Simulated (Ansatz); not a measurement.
Relaxation of AlH6NSi (9 atoms, charge 0, multiplicity 1), to a largest force component of 0.015 eV/Å in at most 40 steps.

The calculation used RKS PBE0-D4/def2-SVP in Ansatz.

```xyz
9
Properties=species:S:1:pos:R:3
N -1.427 1.017 -1.104
Al -0.001 0.950 0.088
Si 0.736 -1.154 0.809
H -1.676 0.092 -1.351
H -1.114 1.486 -2.014
H 0.722 2.302 0.593
H 2.199 -1.331 0.425
H -0.017 -2.193 0.207
H 0.667 -1.215 2.329
```

Question: Where does it end, and by what steps?

Answer: It converged. After 8 steps the energy has fallen by 0.589 eV; H5 moved furthest, 0.63 Å.

```
step  energy less start (eV)  largest force component (eV/Å)  accepted
   0                  0.0000                           2.376       yes
   1                 -0.3217                           1.440       yes
   2                 -0.4662                           0.948       yes
   3                 -0.5477                           0.380       yes
   4                 -0.5796                           0.195       yes
   5                 -0.5869                           0.051       yes
   6                 -0.5888                           0.030       yes
   7                 -0.5892                           0.023       yes
   8                 -0.5892                           0.002       yes
```

```xyz
9
Properties=species:S:1:pos:R:3
N -1.189 0.966 -1.254
Al 0.090 0.958 -0.025
Si 0.804 -1.203 0.886
H -1.659 0.143 -1.617
H -1.562 1.798 -1.700
H 0.692 2.365 0.404
H 2.250 -1.475 0.593
H 0.014 -2.345 0.319
H 0.649 -1.253 2.378
```

The run took 22 s on 1 thread of Arm Neoverse V2, on a shared host, peak memory 0.14 GiB.
